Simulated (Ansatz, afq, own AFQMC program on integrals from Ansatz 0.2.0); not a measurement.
Integrals from Ansatz 0.2.0, then the random walk in our own AFQMC program (afq).

```yaml
crystal:
  periodic: [false, false, false]
  atoms:
    - {symbol: B, position_ang: [0.000000, 0.000000, 1.101849]}
    - {symbol: B, position_ang: [0.000000, 0.000000, -1.415151]}
    - {symbol: H, position_ang: [0.000000, 1.047868, 1.680211]}
    - {symbol: H, position_ang: [0.000000, -1.047868, 1.680211]}
basis:
  gaussian: {orbitals: 6-31G}
magnetization: {spin_polarized: true, initial_magnetization: 2}
correlation: {method: ccsd_t, electrons: outside_noble_gas, hamiltonian_folder: ham}
```

```sh
$ ansatz run in.yaml --threads 1 --pin off --events-out ev --progress --plain --max-ram 24576MiB --backend cuda --devices 0, --max-vram 18GiB
```

afq runs on the folder ham with

```
--method phaseless --trial hf --walkers 4000 --populations 20 --least-time 40 --time-step 0.005 --steps-per-block 20 --equilibration-blocks 160 --max-blocks 4000 --target-error 0.0017000 --factor-cut 1e-05 --start spin_pure --seed 9807 --taylor-order 6
```

Times are imaginary, in 1/Eh. The walk had a cap of 49 s. With eight or more populations the least sampling time is a fifth of least-time, and the error comes from their spread.

Log:

```
orbitals 20  electrons 5 3  factors 125 of 316
reference energy -50.27840013 Eh
CCSD correlation -0.10579972 Eh in 16 cycles, weight of the determinant in the CISD state 0.8342
energy of the start -50.279587 Eh
 block  time / (1/Eh)  mean weight  energy / Eh
     1     0.100  1.0002  -50.292944
     2     0.200  1.0004  -50.303575
     3     0.300  1.0006  -50.313070
     4     0.400  1.0003  -50.321469
     5     0.500  1.0003  -50.328009
     9     0.900  1.0002  -50.347014
    25     2.500  1.0000  -50.374630
    49     4.900  1.0001  -50.380217
    73     7.300  1.0000  -50.383510
    97     9.700  0.9998  -50.383800
   121    12.100  1.0001  -50.380425
   145    14.500  1.0000  -50.384713
   169    16.900  1.0001  -50.384248
   193    19.300  1.0001  -50.386353
   199    19.900  1.0001  -50.390153
   217    21.700  1.0002  -50.385531
   235    23.500  0.9998  -50.386567
error from the spread of 20 populations
energy -50.386222 +/- 0.000672 Eh
(rows thinned)
```

The run passed its tests (sampling time, drift between the halves within three errors, error under three times the target), which doesn't prove that it has relaxed.

Against this walk (error 18.3 meV) on the same determinant: CCSD(T) 28.9 meV lower (within the noise), CCSDT(Q) 96.7 meV lower, CCSDTQ 96.8 meV lower, full CI 96.8 meV lower. The error is statistical and leaves out the bias of the constraint. Full CI is exact here, so the walk's 97 meV above it is the walk's own error: the bias of the constraint with this trial.

Cautions: constraint bias not in the error; lower spins were not checked; strong correlation (T1 0.063, weight of the determinant 0.83, largest double 0.13); unrestricted determinant slightly spin contaminated (⟨S²⟩ 2.07 against 2.00).

The walk took 23 s on 1 × NVIDIA H100 80GB HBM3 with 2 threads of AMD EPYC 7R13 Processor (Zen 3), on a shared host (the card was shared). The log's last line is the phaseless energy.

CCSDT and higher add their correlation energy to the determinant of the CCSD(T) run, since their own runs factorise the integrals more tightly (a shift of under 2 meV). A walk keeps the symmetry of its determinant, which the program's search chose and which needn't be the lowest solution, so a lower state of the same spin and another symmetry isn't excluded.
